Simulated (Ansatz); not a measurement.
# C₂H₃B: functionals against CCSD(T) at one geometry

One table from this session's results is given with a row withheld; the runs are named, their logs left out.

The runs use Ansatz 0.2.0, Gaussian basis; single points in def2-TZVPP.

Correlated methods freeze the cores.

## The system as given

6 atoms, charge 0, spin multiplicity 1.

Atoms are counted from 1 here; the program's logs count them from 0.

Bond lengths: B1–C2 1.575 Å, B1–H4 1.227 Å, B1–H5 1.130 Å, C2–C3 1.128 Å, C3–H6 0.978 Å. Angles: C2–B1–H4 110.6°, C2–B1–H5 124.7°, H4–B1–H5 124.7°, B1–C2–C3 178.3°, C2–C3–H6 170.6°.

Coordinates:

```xyz
6
C2H3B
B    -0.79260    0.72150   -0.31470
C     0.38600   -0.21180    0.15430
C     1.20960   -0.89500    0.51090
H    -1.67310    0.06330   -0.86010
H    -0.82730    1.83980   -0.15970
H     1.80610   -1.56870    0.89370
```

Set-up of the first run:

run/in.yaml

```yaml
crystal:
  periodic: [false, false, false]
  atoms:
    - {symbol: B, position_ang: [-0.792600, 0.721500, -0.314700]}
    - {symbol: C, position_ang: [0.386000, -0.211800, 0.154300]}
    - {symbol: C, position_ang: [1.209600, -0.895000, 0.510900]}
    - {symbol: H, position_ang: [-1.673100, 0.063300, -0.860100]}
    - {symbol: H, position_ang: [-0.827300, 1.839800, -0.159700]}
    - {symbol: H, position_ang: [1.806100, -1.568700, 0.893700]}
basis:
  gaussian: {orbitals: def2-TZVPP}
correlation: {method: ccsd_t}
output: {forces: true}
```

The command line of these runs was not kept.

Among the steps run: CCSD(T)/def2-TZVPP; PBE0-D4/def2-TZVPP; wB97M-V/def2-TZVPP; r2SCAN-D4/def2-TZVPP; PBE-D4/def2-TZVPP; r2SCANh-D4/def2-TZVPP; SPW92/def2-TZVPP.

One of the session's tables, all rows but one given; the rest of the session is left out.

| method | RMS force component (eV/Å) | angle to CCSD(T) forces (°) | dipole (D) |
| --- | --- | --- | --- |
| CCSD(T) | 3.763 | reference | 0.42 |
| PBE0-D4 | 3.507 | 3.7 | 0.49 |
| wB97M-V | ? | ? | ? |
| r2SCAN-D4 | 3.597 | 2.8 | 0.54 |
| PBE-D4 | 3.809 | 2.3 | 0.60 |
| r2SCANh-D4 | 3.506 | 3.3 | 0.51 |
| SPW92 | 3.715 | 5.4 | 0.61 |

Q: Estimate the row for wB97M-V from the others.

**Answer.** RMS force component (eV/Å): 3.384; angle to CCSD(T) forces (°): 3.4; dipole (D): 0.45. In the column «RMS force component (eV/Å)» it is the lowest.
